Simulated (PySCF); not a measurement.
# Which functional comes closest?

Molecule: `C(C)S(C)(=O)=O`, C₃H₈O₂S.

Atoms are numbered as in `[CH3:1][CH2:2][S:3]([CH3:4])(=[O:5])=[O:6]`. Each H is labelled by its parent atom.

Geometry PBE0-D3(BJ)/def2-SVP throughout; GIAO in PySCF 2.14, gas phase, one conformer, non-relativistic; equivalent atoms averaged; basis pcSseg-1.

Reference values (measured; solution, not stated per compound (mostly CDCl3 or CCl4); Pretsch, Buehlmann, Badertscher, Structure Determination of Organic Compounds, 4th ed. (2009)): δ(C2) = 48.2 ppm, δ(C1) = 6.7 ppm. Computed shifts are taken against TMS, calculated as an isolated molecule at each level.

**Question.** How do the functionals HF, LDA, PBE, BLYP, BP86, OPBE, KT2, KT3, B97-D, B3LYP, PBE0, mPW1PW91, WP04, B97-2, BHandHLYP, CAM-B3LYP, wB97X-D, LC-wPBE perform against the reference? Times are CPU seconds on shared hosts with different chips, so compare them loosely.

**Answer.** 
| functional | kind | C2 | C1 | mean abs. error C | core-s |
| --- | --- | --- | --- | --- | --- |
| HF | Hartree–Fock | 46.7 | 5.1 | 1.6 | 9.9 |
| LDA | LDA | 59.0 | 2.8 | 7.3 | 25 |
| PBE | GGA | 55.8 | 5.2 | 4.5 | 31 |
| BLYP | GGA | 57.1 | 5.8 | 4.9 | 31 |
| BP86 | GGA | 56.2 | 5.5 | 4.6 | 33 |
| OPBE | GGA | 52.1 | 6.3 | 2.1 | 33 |
| KT2 | GGA | 54.0 | 5.5 | 3.5 | 20 |
| KT3 | GGA | 52.5 | 6.8 | 2.2 | 20 |
| B97-D | GGA | 54.9 | 6.5 | 3.4 | 20 |
| B3LYP | global hybrid | 55.3 | 5.4 | 4.2 | 13 |
| PBE0 | global hybrid | 53.7 | 5.0 | 3.6 | 23 |
| mPW1PW91 | global hybrid | 53.8 | 5.2 | 3.5 | 14 |
| WP04 | global hybrid | 56.0 | 8.4 | 4.7 | 16 |
| B97-2 | global hybrid | 53.0 | 5.9 | 2.8 | 16 |
| BHandHLYP | global hybrid | 52.5 | 5.0 | 3.0 | 17 |
| CAM-B3LYP | range-separated hybrid | 54.9 | 4.5 | 4.4 | 21 |
| wB97X-D | range-separated hybrid | 54.0 | 5.3 | 3.6 | 20 |
| LC-wPBE | range-separated hybrid | 52.8 | 4.5 | 3.4 | 28 |

For 13C the closest is HF (1.6 ppm) and the furthest LDA (7.3 ppm). One molecule is a small sample, and vibrational and solvent effects are absent from the calculation.
